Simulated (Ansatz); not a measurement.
Basis-set extrapolation for FHSSi (`F[Si]S`) (PBE0-D4/def2-TZVP geometry, frozen core, Ansatz 0.2.0). Multiplicity 1, RHF reference.

```json
{"": "HF", "cc-pV(T+d)Z": "-786.618318", "cc-pV(Q+d)Z": "-786.634634"}
{"": "MP2 correlation", "cc-pV(T+d)Z": "-0.526830", "cc-pV(Q+d)Z": "-0.574117"}
{"": "CCSD(T) correlation", "cc-pV(T+d)Z": "-0.576203", "cc-pV(Q+d)Z": "-0.622021"}
```

Energies in hartree. Use E(X) = E(∞) + A·exp(−5.46·√X) for Hartree–Fock and E(X) = E(∞) + B·X^(−3.05) for correlation, with X = 3 and 4.

Problem. What is the CCSD(T) energy at the basis-set limit?

Solution. HF limit: -786.634634 + (-0.016316) × 0.30130 = -786.63955. Correlation limit: -0.622021 + (-0.045818) × 0.71189 = -0.65464. Total: -787.29419 hartree, 2.71 eV below CCSD(T)/cc-pV(T+d)Z.
